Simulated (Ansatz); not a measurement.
One stationary structure of MgO. Space group Fm-3m (No. 225), rock salt type. Level of theory: PBE (plane waves to 420 eV, PAW, scalar-relativistic; Ansatz, a quantum-chemistry and plane-wave program).

```cif
data_Mg4O4
_chemical_formula_sum 'Mg4 O4'
_space_group_name_H-M_alt 'Fm-3m'
_space_group_IT_number 225
_space_group_name_Hall '-F 4 2 3'
_cell_length_a 4.25447
_cell_length_b 4.25447
_cell_length_c 4.25447
_cell_angle_alpha 90.000
_cell_angle_beta 90.000
_cell_angle_gamma 90.000
loop_
_atom_site_label
_atom_site_type_symbol
_atom_site_symmetry_multiplicity
_atom_site_Wyckoff_symbol
_atom_site_fract_x
_atom_site_fract_y
_atom_site_fract_z
_atom_site_occupancy
Mg1 Mg 4 b 0.50000 0.50000 0.50000 1
O1 O 4 a 0.00000 0.00000 0.00000 1
```
(The calculation used a cell of 2 atoms; values per cell refer to that cell.)

```yaml
volume_per_atom: 9.63 Å³
density: 3.48 g/cm³
band_gap: 4.46 eV, direct at Γ (no spin-orbit coupling)
shortest_distances: Mg–O 2.13 Å; Mg–Mg 3.01 Å; O–O 3.01 Å
k-mesh: 13×13×13
```

No spin polarisation in the result.

Measured for MgO: a 4.189 Å (static lattice; corrected from measurement; as listed in Daniel Mejia-Rodriguez, S. B. Trickey, Phys. Rev. B (2018)); gap 8.36 eV (static lattice; corrected from measurement; as listed in Wei Chen et al., Physical Review Materials (2018)). Computed minus measured — a: PBE +1.6 %; gap: PBE -3.90 eV. The computed values are for a static lattice, and a measured gap can be an optical one, lowered by exciton binding.

The run could not lose the symmetry of its start.
